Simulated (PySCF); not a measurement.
# B2H4: structure of the singlet

The task is one start of a wider search on B2H4: the singlet, from a doubly bridged, trans start. It is relaxed, tested by its Hessian and followed downhill if it is a saddle.

The runs use PySCF 2.14.0; PBE0, basis B def2-TZVP, H def2-TZVP, no relativity, density fitting.

### 1 The starting structure

6 atoms, charge 0, spin multiplicity 1.

Bond lengths: B1–B2 1.692 Å, B1–H3 1.240 Å, B1–H4 1.240 Å, B1–H5 1.164 Å, B2–H3 1.240 Å, B2–H4 1.240 Å, B2–H6 1.164 Å. Angles: B2–B1–H3 47.0°, B2–B1–H4 47.0°, B2–B1–H5 120.2°, H3–B1–H4 94.0°, H3–B1–H5 110.0°, H4–B1–H5 110.0°, B1–B2–H3 47.0°, B1–B2–H4 47.0°, B1–B2–H6 120.2°, H3–B2–H4 94.0°, H3–B2–H6 110.0°, H4–B2–H6 110.0°, B1–H3–B2 86.0°, B1–H4–B2 86.0°.

```xyz
6
charge 0 multiplicity 1
B     0.8458    0.0000    0.0000
B    -0.8458    0.0000    0.0000
H     0.0000    0.9070    0.0000
H     0.0000   -0.9070    0.0000
H     1.4308    0.0000    1.0062
H    -1.4308    0.0000   -1.0062
```

### 2 Finding the electronic state

The steps below are one call of a driver around PySCF. For each, scf.py gives the equivalent set-up of the SCF; relaxations use the driver's own optimiser. After this first run the driver tries any further starts and a stability analysis.

Contents of scf.py:

```python
from pyscf import gto, scf, dft
mol = gto.M(atom='''
B      0.845800     0.000000     0.000000
B     -0.845800     0.000000     0.000000
H      0.000000     0.907000     0.000000
H      0.000000    -0.907000     0.000000
H      1.430800     0.000000     1.006200
H     -1.430800     0.000000    -1.006200''',
    basis={'B': 'def2-TZVP', 'H': 'def2-TZVP'},
    charge=0, spin=0)
mf = dft.RKS(mol, xc='PBE0')
mf.grids.atom_grid = (50, 194)
aux = {'B': 'def2-universal-JKFIT', 'H': 'def2-universal-JKFIT'}
mf = mf.density_fit(auxbasis=aux)
mf.conv_tol = 1e-08
mf.diis_space = 10
mf.max_cycle = 60
mf.init_guess = 'minao'
mf.verbose = 4
mf.kernel()
```

On the command line:

```
$ OMP_NUM_THREADS=2 python axn.py task.json out
```

Output:

```text
init E= -52.0223428343901
  HOMO = -0.250934372241529  LUMO = -0.12025765466017  gap/eV = 3.55589
cycle= 1 E= -51.8887948086905  delta_E= 0.134  |g|= 0.135  |ddm|= 1.52
  HOMO = -0.228193698786692  LUMO = -0.0633988056318646  gap/eV = 4.48430
cycle= 2 E= -51.8937210724835  delta_E= -0.00493  |g|= 0.0739  |ddm|= 0.236
  HOMO = -0.249421039852564  LUMO = -0.0808781483027268  gap/eV = 4.58629
cycle= 3 E= -51.8955296467869  delta_E= -0.00181  |g|= 0.0107  |ddm|= 0.0749
  HOMO = -0.247184802426737  LUMO = -0.0793704810212805  gap/eV = 4.56646
cycle= 4 E= -51.8955717178743  delta_E= -4.21e-05  |g|= 0.00133  |ddm|= 0.0183
  HOMO = -0.247345467002095  LUMO = -0.0794798771719076  gap/eV = 4.56786
cycle= 5 E= -51.8955723931944  delta_E= -6.75e-07  |g|= 0.000115  |ddm|= 0.00194
  HOMO = -0.247327713629435  LUMO = -0.0794693478630393  gap/eV = 4.56766
cycle= 6 E= -51.8955723991205  delta_E= -5.93e-09  |g|= 1.09e-05  |ddm|= 0.000351
  HOMO = -0.247326537376249  LUMO = -0.079468718574585  gap/eV = 4.56764
Extra cycle  E= -51.8955723991937  delta_E= -7.31e-11  |g|= 3.46e-06  |ddm|= 4.91e-05
converged SCF energy = -51.8955723991937
```

This step, with its further starts and checks, ran for 3.9 s (2 threads of Arm Neoverse V2, shared host).

Energies from each starting density:

```tsv
start	energy (Eh)
the minimal-basis guess	-51.895572
a thermally smeared density	-51.895572
a smeared PBE density	-51.895572
```

No lower closed-shell solution turned up from the other starts or in the test of internal stability.

### 3 Doubly bridged, trans start, singlet: relaxation

The program finds C2h symmetry in the start, which this walk keeps.

scf.py, as its differences from that of step 2:

```diff
@@ -4 +4 @@
-B     -0.845800     0.000000     0.000000
+B     -0.845800     0.000000    -0.000000
@@ -18 +17,0 @@
-mf.init_guess = 'minao'
```

Steps of the walk:

```tsv
step	energy (Eh)	change (kJ/mol)	largest symmetric gradient (Eh/bohr)
0	-51.895572	0.00	0.04265
1	-51.915259	-51.69	0.03042
2	-51.927779	-84.56	0.02369
3	-51.932049	-95.77	0.01537
4	-51.936280	-106.88	0.01190
5	-51.938380	-112.39	0.00511
6	-51.938713	-113.27	0.00057
7	-51.938724	-113.30	0.00021
8	-51.938725	-113.30	0.00010
```

The walk took 6.4 s.

After 8 steps and 113.3 kJ/mol it ends at D2h: B–B 1.487 Å, B–H 1.172 Å (×2), B–H 1.268 Å (×4); B–B–H 54.1° (×4), B–B–H 179.9° (×2), B–H–B 71.8° (×2), H–B–H 108.2° (×2), H–B–H 125.9° (×4).

### 4 Vibrations and properties at this point

The point is checked on the finer grid, and tightened if its gradient asks for it. The Hessian and the dipole derivatives come from central differences of analytic gradients, with steps of 0.02 bohr.

scf.py, as its differences from that of step 3:

```diff
@@ -3,6 +3,6 @@
-B      0.845800     0.000000     0.000000
-B     -0.845800     0.000000    -0.000000
-H      0.000000     0.907000     0.000000
-H      0.000000    -0.907000     0.000000
-H      1.430800     0.000000     1.006200
-H     -1.430800     0.000000    -1.006200''',
+B      0.643924     0.000000     0.371927
+B     -0.643924    -0.000000    -0.371927
+H     -0.000000     1.026650    -0.000000
+H      0.000000    -1.026650     0.000000
+H      1.658357     0.000000     0.957858
+H     -1.658357    -0.000000    -0.957858''',
@@ -12 +12 @@
-mf.grids.atom_grid = (50, 194)
+mf.grids.atom_grid = (75, 302)
@@ -15 +15 @@
-mf.conv_tol = 1e-08
+mf.conv_tol = 1e-10
```

This SCF starts from the last density.

Log of the central SCF (cycles and frontier levels):

```text
init E= -51.9387285773978
  HOMO = -0.234618078211671  LUMO = -0.0105243086470086  gap/eV = 6.09790
cycle= 1 E= -51.9387285773977  delta_E= 1.56e-13  |g|= 2.07e-08  |ddm|= 8.57e-08
  HOMO = -0.234618081359695  LUMO = -0.0105243093536824  gap/eV = 6.09790
Extra cycle  E= -51.938728577398  delta_E= -3.69e-13  |g|= 1.67e-08  |ddm|= 2.88e-08
converged SCF energy = -51.938728577398
```

The whole step took 22 s.

Geometry: D2h; B–B 1.487 Å, B–H 1.171 Å (×2), B–H 1.268 Å (×4); B–B–H 54.1° (×4), B–B–H 180.0° (×2), B–H–B 71.8° (×2), H–B–H 108.2° (×2), H–B–H 125.9° (×4).

Harmonic modes (main isotopes):

```tsv
symmetry	ω (cm⁻¹)	IR (km/mol)	μ (u)
b3u	1080i	154	1.10
b2g	427	0.0	1.53
b3u	626	22.3	1.07
b3g	795	0.0	1.46
b2u	800	10.1	1.07
ag	1253	0.0	4.67
b1u	1804	55.0	1.07
b3g	2064	0.0	1.10
ag	2417	0.0	1.01
b2u	2431	10.9	1.10
b1u	2822	15.4	1.10
ag	2856	0.0	1.15
```

With 1 mode imaginary (up to 1080i cm⁻¹) this point is a saddle.

Constants and moments:

| Property | Result |
| --- | --- |
| Dipole moment | 0.00 D |
| Highest occupied level | -6.38 eV |
| Lowest empty level | -0.29 eV |
| Rotational constants | 7.935, 0.8615, 0.7771 cm⁻¹ |
| Zero-point energy (real modes) | 109.4 kJ/mol |
| Principal polarisabilities | 24.3, 34.4, 45.4 bohr³ |
| Atomisation energy without zero-point energy | 1832 kJ/mol |
| Principal traceless quadrupole moments about the centre of mass | -4.93, 1.00, 3.93 D Å |

Charges (e) and bond orders:

| atom | Mulliken | Löwdin | polar tensor | Mayer order to B1 |
| --- | --- | --- | --- | --- |
| B1 | -0.27 | -0.36 | -0.05 | – |
| B2 | -0.27 | -0.36 | -0.05 | 1.70 |
| H3,4 | 0.20 | 0.27 | 0.06 | 0.47 |
| H5 | 0.07 | 0.09 | 0.00 | 0.97 |
| H6 | 0.07 | 0.09 | 0.00 | 0.02 |

Mulliken populations on B1: s 2.91, p 2.29, d 0.06, f 0.01.

### 5 Downhill along the imaginary mode

The start is the last point, displaced along its most imaginary mode.

The program finds C2v symmetry in the start, which this walk keeps. Threshold on the gradient: 0.0003 Eh/bohr, with a further test on the energy change.

scf.py, as its differences from that of step 4:

```diff
@@ -3,6 +3,6 @@
-B      0.643924     0.000000     0.371927
-B     -0.643924    -0.000000    -0.371927
-H     -0.000000     1.026650    -0.000000
-H      0.000000    -1.026650     0.000000
-H      1.658357     0.000000     0.957858
-H     -1.658357    -0.000000    -0.957858''',
+B      0.649827     0.000000     0.361706
+B     -0.638020    -0.000000    -0.382148
+H     -0.060019     1.026650     0.103912
+H     -0.060019    -1.026650     0.103912
+H      1.653889     0.000000     0.965594
+H     -1.662824    -0.000000    -0.950123''',
@@ -12 +12 @@
-mf.grids.atom_grid = (75, 302)
+mf.grids.atom_grid = (50, 194)
@@ -15 +15 @@
-mf.conv_tol = 1e-10
+mf.conv_tol = 1e-08
```

The optimiser's trace:

```tsv
step	energy (Eh)	change (kJ/mol)	largest symmetric gradient (Eh/bohr)
0	-51.941167	0.00	0.00963
1	-51.960348	-50.36	0.01714
2	-51.965615	-64.19	0.01313
3	-51.967259	-68.50	0.01088
4	-51.967944	-70.30	0.00537
5	-51.968156	-70.86	0.00037
6	-51.968157	-70.86	0.00004
```

The walk took 5.7 s.

Geometry (Å) and forces (eV/Å) at some steps:

```
step 0
B    0.650   0.000   0.362   0.172   0.000  -0.495
B   -0.638   0.000  -0.382   0.343   0.000  -0.397
H   -0.060   1.027   0.104  -0.239  -0.107   0.415
H   -0.060  -1.027   0.104  -0.239   0.107   0.415
H    1.654   0.000   0.966  -0.016   0.000   0.033
H   -1.663   0.000  -0.950  -0.020   0.000   0.030
step 1
B    0.711   0.000   0.248  -0.067   0.000  -0.879
B   -0.570   0.000  -0.492   0.798   0.000  -0.385
H   -0.164   0.989   0.284  -0.331  -0.418   0.572
H   -0.164  -0.989   0.284  -0.331   0.418   0.572
H    1.690   0.000   0.895  -0.015   0.000   0.071
H   -1.619   0.000  -1.016  -0.054   0.000   0.049
step 3
B    0.751   0.000   0.164  -0.286   0.000   0.102
B   -0.518   0.000  -0.569   0.067   0.000   0.281
H   -0.230   0.938   0.399   0.094  -0.560  -0.165
H   -0.230  -0.938   0.399   0.094   0.560  -0.165
H    1.704   0.000   0.857  -0.015   0.000  -0.045
H   -1.594   0.000  -1.047   0.047   0.000  -0.009
step 6
B    0.748   0.000   0.164  -0.007   0.000   0.009
B   -0.516   0.000  -0.566   0.007   0.000  -0.006
H   -0.229   0.899   0.396  -0.001  -0.001  -0.001
H   -0.229  -0.899   0.396  -0.001   0.001  -0.001
H    1.699   0.000   0.856   0.001   0.000   0.000
H   -1.591   0.000  -1.043   0.000   0.000  -0.001
```

It settles in C2v symmetry, 70.9 kJ/mol below the start, after 6 steps: B–B 1.460 Å, B–H 1.176 Å (×2), B–H 1.347 Å (×4); B–B–H 57.2° (×4), B–B–H 174.0° (×2), B–H–B 65.6° (×2), H–B–H 83.7° (×2), H–B–H 119.0° (×4).

### 6 Is it a minimum? Harmonic modes

The same treatment as at the point before.

scf.py, as its differences from that of step 5:

```diff
@@ -3,6 +3,6 @@
-B      0.649827     0.000000     0.361706
-B     -0.638020    -0.000000    -0.382148
-H     -0.060019     1.026650     0.103912
-H     -0.060019    -1.026650     0.103912
-H      1.653889     0.000000     0.965594
-H     -1.662824    -0.000000    -0.950123''',
+B      0.663517     0.000000     0.310916
+B     -0.600865    -0.000000    -0.419385
+H     -0.312879     0.898668     0.541693
+H     -0.312879    -0.898668     0.541693
+H      1.614267     0.000000     1.002772
+H     -1.675230    -0.000000    -0.897225''',
@@ -12 +12 @@
-mf.grids.atom_grid = (50, 194)
+mf.grids.atom_grid = (75, 302)
@@ -15 +15 @@
-mf.conv_tol = 1e-08
+mf.conv_tol = 1e-10
```

Log of the central SCF (cycles and frontier levels):

```text
init E= -51.9681419077465
  HOMO = -0.274492515462166  LUMO = 0.00896650969814265  gap/eV = 7.71331
cycle= 1 E= -51.9681419077463  delta_E= 2.27e-13  |g|= 2.53e-07  |ddm|= 5.35e-07
  HOMO = -0.274492590614775  LUMO = 0.00896648068133067  gap/eV = 7.71331
Extra cycle  E= -51.968141907747  delta_E= -7.11e-13  |g|= 1.96e-07  |ddm|= 3.69e-07
converged SCF energy = -51.968141907747
```

The whole step ran for 25 s (2 threads of Arm Neoverse V2, shared host).

Geometry: C2v; B–B 1.460 Å, B–H 1.176 Å (×2), B–H 1.347 Å (×4); B–B–H 57.2° (×4), B–B–H 174.0° (×2), B–H–B 65.6° (×2), H–B–H 83.7° (×2), H–B–H 119.0° (×4).

Harmonic modes (main isotopes):

| symmetry | ω (cm⁻¹) | IR (km/mol) |
| --- | --- | --- |
| b1 | 571 | 28.7 |
| a2 | 687 | 0.0 |
| a1 | 731 | 4.8 |
| b2 | 792 | 1.3 |
| a1 | 1114 | 0.8 |
| a2 | 1303 | 0.0 |
| a1 | 1366 | 2.7 |
| b1 | 1372 | 186 |
| a1 | 2126 | 14.7 |
| b2 | 2132 | 36.4 |
| b1 | 2790 | 31.5 |
| a1 | 2830 | 0.0 |

No imaginary mode, so this is a minimum.

Constants and moments:

```yaml
Dipole_moment: 0.89 D
Highest_occupied_level: -7.47 eV
Lowest_empty_level: 0.24 eV
Rotational_constants: 6.715, 0.8475, 0.8169 cm⁻¹
Zero-point_energy: 106.5 kJ/mol
Principal_polarisabilities: 26.8, 29.0, 40.9 bohr³
Atomisation_energy_without_zero-point_energy: 1910 kJ/mol
Principal_traceless_quadrupole_moments_about_the_centre_of_mass: -2.47, 1.18, 1.29 D Å
Entropy_at_298.15_K_and_1_bar: 227.1 J/(mol K)
Heat_capacity_Cp_at_298.15_K: 50.2 J/(mol K)
Enthalpy_at_298.15_K_above_0_K: 11.30 kJ/mol
Rotational_symmetry_number: 2
```

Charges (e) and bond orders:

```csv
atom,Mulliken,Löwdin,polar tensor,Mayer order to B1
B1,-0.22,-0.35,0.17,–
B2,-0.22,-0.35,0.17,1.66
"H3,4",0.16,0.27,-0.14,0.48
H5,0.07,0.08,-0.03,0.97
H6,0.07,0.08,-0.03,0.02
```

Outer orbital energies (eV). occupied: -184.79, -184.74, -18.36, -12.44, -11.28, -11.14, -7.47; empty: 0.24, 0.47, 0.99, 1.93.

Mulliken populations on B1: s 2.99, p 2.15, d 0.07, f 0.01.

### 7 Stability of the closed shell

At the lowest minimum the closed shell is tested against spin polarisation, on the (50, 194) grid. It is stable.

### 8 All stationary points

| spin | group | bonds | imaginary modes (cm⁻¹) | ΔE (kJ/mol) | with zero-point energy |
| --- | --- | --- | --- | --- | --- |
| singlet | C2v | B–B 1.460 Å, B–H 1.176 Å (×2), B–H 1.347 Å (×4) | none | 0.0 | 0.0 |
| singlet | D2h | B–B 1.487 Å, B–H 1.171 Å (×2), B–H 1.268 Å (×4) | 1080i | 77.2 | – |

### 9 What came out

| quantity | value |
| --- | --- |
| minimum | singlet, C2v |
| geometry | B–B 1.460 Å, B–H 1.176 Å (×2), B–H 1.347 Å (×4); B–B–H 57.2° (×4), B–B–H 174.0° (×2), B–H–B 65.6° (×2), H–B–H 83.7° (×2), H–B–H 119.0° (×4) |
| wavenumbers (cm⁻¹) | 571 (b1), 687 (a2), 731 (a1), 792 (b2), 1114 (a1), 1303 (a2), 1366 (a1), 1372 (b1), 2126 (a1), 2132 (b2), 2790 (b1), 2830 (a1) |
| dipole moment | 0.89 D |
| highest occupied, lowest empty level | -7.47, 0.24 eV |
| polar-tensor charge of B1 | +0.17 e |
| zero-point energy | 106.5 kJ/mol |
| entropy at 298.15 K | 227.1 J/(mol K) |
| atomisation energy (no zero-point energy) | 1910 kJ/mol |

**Reading.** The doubly bridged, trans start (C2h) ends in a minimum of C2v symmetry, after a stop at a saddle point 77.2 kJ/mol higher, from which it was pushed off along an imaginary mode. In the infrared the band at 1372 cm⁻¹ (b1) leads. Only this shape and spin were tried, so other structures or states may lie lower.

The search up to here took 64 s.
